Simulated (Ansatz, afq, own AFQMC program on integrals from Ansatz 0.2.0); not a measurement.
MgF⁻, triplet in aug-cc-pVDZ, levels against CCSDT(Q)

```xyz
2

F     0.0000    0.0000    0.0000
Mg    0.0000    0.0000    4.0270
```

Basis aug-cc-pVDZ. Noble-gas cores (and the filled d shells of Ga–Kr and In–Xe) are frozen. AFQMC by an in-house program on the Cholesky factors that Ansatz 0.2.0 writes for its CCSD(T) run. The CISD trial takes its coefficients from CCSD amplitudes. Released means that phaseless walkers are propagated on without the constraint, phases kept. Uncertainties: one standard error, sampling alone.

Determinant: UHF, the one that the program's search chose, which needn't be the lowest solution. The geometry is a point of a scan.

No full CI on the walks' own integrals is used here; CCSDT(Q) serves as the reference and is uncertain by about the last step of the cluster series.

Cautions: lower spins were not checked; the released energies get too noisy after the second time (errors over twice the walk's own, or jumping), so no released level is given (meV from the phaseless value at times in 1/Eh: -43 ± 30 at 0.24, -8 ± 34 at 0.51, -49 ± 48 at 0.99, -40 ± 67 at 1.62, 273 ± 165 at 2.40), though the last usable value meets CCSDT(Q) within the noise.

```
T1 diagnostic                               : 0.0265
weight of the determinant in the CISD state : 0.923
⟨S²⟩ of the determinant                     : 2.000
size of the correlated space                : 10 electrons in 44 orbitals
```

```json
{"level": "MP2", "correlation energy (eV)": "-6.5438"}
{"level": "CCSD", "correlation energy (eV)": "-6.5129"}
{"level": "CCSD(T)", "correlation energy (eV)": "-6.6864"}
```

Task: Estimate where phaseless AFQMC with a CISD trial lies against CCSD(T) on the same integrals.

Result: 0.03 ± 0.47 kcal/mol above CCSD(T). The gap is under twice the noise, so this walk alone can't tell the two apart.

Reference: CCSDT(Q), correlation energy -6.717 eV.

| level | E − E(reference) (kcal/mol) | share of correlation (%) |
| --- | --- | --- |
| CCSD(T) | 0.69 | 99.55 |
| CCSDT | 0.38 | 99.75 |
| ph-AFQMC/HF | -5.67 ± 1.99 | 103.66 |
| ph-AFQMC/CISD | 0.73 ± 0.47 | 99.53 |

A walk keeps the symmetry of its determinant, which the program's search chose and which needn't be the lowest solution, so a lower state of the same spin and another symmetry isn't excluded.
